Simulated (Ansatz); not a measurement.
The pair A = C2H4 (SMILES C=C) (first 6 atoms), B = NH3 (SMILES N); geometry from A24 set.
(charge 0, multiplicity 1):
| atom | x (Å) | y (Å) | z (Å) |
|---|---|---|---|
| C | 0.0000 | -0.5966 | 1.5872 |
| C | 0.0000 | 0.6826 | 1.2049 |
| H | 0.9231 | 1.2242 | 1.0406 |
| H | -0.9231 | 1.2242 | 1.0406 |
| H | -0.9239 | -1.1374 | 1.7512 |
| H | 0.9239 | -1.1374 | 1.7512 |
| N | 0.0000 | -0.0040 | -2.3110 |
| H | -0.8112 | -0.4598 | -2.7104 |
| H | 0.0000 | -0.2225 | -1.3213 |
| H | 0.8112 | -0.4598 | -2.7104 |

Cores are frozen in the correlated methods. MP2 and its Hartree–Fock in aug-cc-pVQZ, aug-cc-pVTZ are density fitted.

The values were computed with Ansatz (a quantum-chemistry and plane-wave program) with Gaussian orbitals. 

The counterpoise-corrected interaction energy is E(AB) − E(A in the pair's basis) − E(B in the pair's basis). Total energies (hartree):

```
level                          AB  A in the pair's basis  B in the pair's basis
-------------------  ------------  ---------------------  ---------------------
HF/aug-cc-pVTZ       -134.2848844            -78.0645714            -56.2202877
MP2/aug-cc-pVTZ      -134.8676976            -78.4047436            -56.4606818
HF/aug-cc-pVQZ       -134.2931405            -78.0692025            -56.2239102
MP2/aug-cc-pVQZ      -134.9077517            -78.4276361            -56.4777616
MP2/aug-cc-pVDZ      -134.7364344            -78.3293145            -56.4051716
CCSD(T)/aug-cc-pVDZ  -134.7971045            -78.3696875            -56.4256700
```

### Question
Work out the counterpoise-corrected interaction energy at the basis-set limit: extrapolate the MP2 correlation part as X⁻³, take Hartree–Fock from the larger set, and add the CCSD(T) − MP2 difference of aug-cc-pVDZ.

### Answer

1. Differences (1 hartree = 627.509 kcal/mol): HF/aug-cc-pVTZ -0.016; MP2/aug-cc-pVTZ -1.426; HF/aug-cc-pVQZ -0.018; MP2/aug-cc-pVQZ -1.477; MP2/aug-cc-pVDZ -1.223; CCSD(T)/aug-cc-pVDZ -1.096.
2. Correlation parts, MP2 less HF: -1.410 in aug-cc-pVTZ (X = 3), -1.460 in aug-cc-pVQZ (X = 4).
3. Limit (4³·(-1.460) − 3³·(-1.410))/(4³ − 3³) = -1.496; with HF/aug-cc-pVQZ it gives -1.513.
4. CCSD(T) less MP2 in aug-cc-pVDZ: 0.126.
Result: -1.39 kcal/mol, against -1.43 at MP2/aug-cc-pVTZ. It is an estimate of this method's limit, not of the exact value.
